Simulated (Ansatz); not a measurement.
**HB–CH$_{2}$⁺, doublet: the ladder up to UCCSDT(Q)**

Geometry: that of the HB–CH2, triplet, kept fixed.

```xyz
5

B     0.0000   -0.1667    0.8218
C     0.0000    0.0690   -0.6707
H     0.0000    0.6438    1.6981
H     0.0000    1.0623   -1.1234
H     0.0000   -0.7400   -1.3974
```

Basis cc-pVDZ; Ansatz 0.2.0. Only valence electrons are correlated (noble-gas cores frozen), which leaves 9 electrons in 41 orbitals. Prefix R: restricted or restricted open-shell reference; prefix U: unrestricted. Active spaces: valence = (9e, 11o) chosen from the atoms' valence shells.

Full CI isn't at hand for all of this; UCCSDT(Q) serves as the reference, and is uncertain by about the last step of the cluster series. The frozen core follows each run's orbitals, which can shift R against U totals by a few meV.

For open shells CISD is restricted-active-space CI with the open shells as a complete middle space.

```
UHF ⟨S²⟩                          : 0.756
T1 diagnostic (RCCSD)             : 0.0162
largest doubles amplitude (RCCSD) : 0.044
T1 diagnostic (UCCSD)             : 0.0144
```

```
   level  E − E(RHF) (eV)
     UHF          -0.0680
    RMP2          -4.6374
    UMP2          -4.6337
   RCCSD          -5.4908
   UCCSD          -5.4922
RCCSD(T)          -5.6281
UCCSD(T)          -5.6284
```

Q: Estimate how far UCCSDT(Q) in cc-pVDZ lies from RCCSD(T). The table doesn't fix it; the size of (T) and the diagnostics are the guide.

A: UCCSDT(Q) in cc-pVDZ lies 1.14 mEh below RCCSD(T), which is 23 % of the (T) step (-5.05 mEh). The diagnostics are small and one determinant leads, so the series closes fast and only a small part of (T) is left.

The other levels:

```csv
level,E − E(UCCSDT(Q)) (mEh),share of correlation (%),wall time
CISD,17.45,91.61,4.3 s
BCCD(T),1.15,99.45,6 s
RCCSDT,0.27,99.87,–
UCCSDT,0.26,99.88,–
RCCSDT(Q),0.03,99.98,61 s
CASSCF (valence space),102.00,50.96,–
NEVPT2 (valence space),23.77,88.57,35 s
```

The correlation energy at UCCSDT(Q), counted from RHF, is -5.659 eV. That run took 53 s on 1 thread of AMD EPYC, shared host.

Times hold each run's SCF and search for its determinant on a shared host, so for small cases they say little of a method's own cost; they ran on 1 thread of AMD EPYC.

Natural occupations of CASSCF (valence space) about the gap: 1.980 1.973 1.967 1.966 0.988 0.032 0.023 0.021 0.019 0.018; effectively unpaired electrons, Σ n²(2−n)², 1.02.
